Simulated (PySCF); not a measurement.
pyrazine (C4H4N2), SMILES n1ccncc1. Atoms are numbered in the order given.

```xyz
10

C      0.0000    -1.1297    -0.6983
C      0.0000    -1.1297     0.6983
N      0.0000     0.0000     1.3991
C      0.0000     1.1297     0.6983
C      0.0000     1.1297    -0.6983
N      0.0000     0.0000    -1.3991
H      0.0000    -2.0717    -1.2583
H      0.0000    -2.0717     1.2583
H      0.0000     2.0717     1.2583
H      0.0000     2.0717    -1.2583
```

Geometry optimised at PBE0-D3(BJ)/def2-SVP.

Calculation: PySCF with TDDFT-PBE/def2-SVPD.

Vertical excitations. Isolated molecule, no solvent. State labels are in the subgroup D2h.

```csv
state,symmetry,energy (eV),λ (nm),f,main pairs
S1,B3u,3.50,354,0.004,HOMO→LUMO 100 %
S2,Au,3.90,318,0.000,HOMO→LUMO+1 100 %
S3,B2g,5.07,244,0.000,HOMO−2→LUMO 99 %
S4,B2u,5.37,231,0.076,"HOMO−1→LUMO 86 %, HOMO−3→LUMO+1 14 %"
S5,B1g,5.44,228,0.000,HOMO−2→LUMO+1 100 %
S6,Ag,6.10,203,0.000,HOMO→LUMO+2 100 %
S7,B1u,6.47,192,0.068,"HOMO−1→LUMO+1 80 %, HOMO−3→LUMO 18 %"
S8,B2u,6.57,189,0.075,HOMO→LUMO+3 99 %
S9,Au,7.09,175,0.000,HOMO−4→LUMO 100 %
S10,B1u,7.13,174,0.016,HOMO→LUMO+4 92 %
T1,B3u,2.88,430,0,HOMO→LUMO 100 %
T2,Au,3.78,328,0,HOMO→LUMO+1 100 %
T3,B2u,4.19,296,0,HOMO−1→LUMO 99 %
T4,B2g,4.33,286,0,HOMO−2→LUMO 99 %
```
Triplets are in the Tamm–Dancoff approximation, which puts them higher than full response would, so one can lie above its singlet here.
